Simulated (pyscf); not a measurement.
**Substitution at C: `[CH3][CH]([Cl])[Cl]` + `[H]` [doublet] -> `[CH3][CH2][Cl]` + `[Cl]` [doublet]**

Gas phase, doublet surface, charge 0. Bonds broken: C2–Cl3. Bonds formed: C2–H9. Structures and frequencies: ωB97X-D3(BJ)/def2-SVP in PySCF.

Transition state (Å):

```xyz
9

C     -1.1438    -0.2196     0.7310
C      0.0808     0.5825     0.3047
Cl     1.5339    -0.8582     0.5473
Cl     0.1928     0.9549    -1.4127
H     -1.1209    -1.1843     0.2072
H     -1.0922    -0.4047     1.8132
H     -2.0816     0.2994     0.4874
H      0.7002     1.2048     0.9674
H     -0.6499     1.8815     0.5635
```

One imaginary mode, 1548i cm⁻¹; descent along it reached the two sides named, in the forms told below.

| bond | change | reactant side (Å) | saddle | product side |
|---|---|---|---|---|
| C2–Cl3 | breaks | 1.781 | 2.061 | 3.3 |
| C2–H9 | forms | 3.7 | 1.513 | 1.099 |

Electronic energies relative to the separated reactants (eV):

```csv
level,barrier,reaction energy,reverse barrier
ωB97X-D3(BJ)/def2-TZVP,1.36,-0.91,2.27
PBE/def2-TZVP,0.93,-0.77,1.70
r²SCAN/def2-TZVP,0.93,-0.89,1.82
B3LYP-D3(BJ)/def2-TZVP,1.02,-1.08,2.09
PBE0-D3(BJ)/def2-TZVP,1.13,-0.85,1.98
M06-2X/def2-TZVP,1.26,-0.93,2.19
ωB97M-D3(BJ)/def2-TZVP,1.29,-0.97,2.27
HF/def2-TZVP,1.95,-1.43,3.38
```

With ωB97M-D3(BJ)/def2-TZVP energies and thermal terms (ideal gas, 1 atm, RRHO with modes under 100 cm⁻¹ raised to 100, one conformer, R ln 2 for chiral ones without a mode under 150 cm⁻¹), in eV:

| T (K) | ΔH‡ | ΔG‡ | ΔH | ΔG |
|---|---|---|---|---|
| 298 | 1.30 | 1.58 | -0.75 | -0.80 |
| 600 | 1.27 | 1.89 | -0.79 | -0.83 |
| 900 | 1.26 | 2.20 | -0.83 | -0.85 |
| 1200 | 1.24 | 2.51 | -0.85 | -0.85 |

On the product side the descent ends in what is likely a three-electron adduct, which functionals tend to overbind, 0.31 eV under the separated species and 2.58 eV under the saddle at ωB97X-D3(BJ)/def2-TZVP. The same reactants have a lower exit, to H₃C–CH•–Cl + HCl (barrier +0.43 eV at ωB97M-D3(BJ)/def2-TZVP, against +1.29 eV here). This is the saddle that the search found; another between the same sides may lie lower. The angle at the attacked C is 157°. Left out: orbital degeneracy and the spin-orbit lowering of Cl.
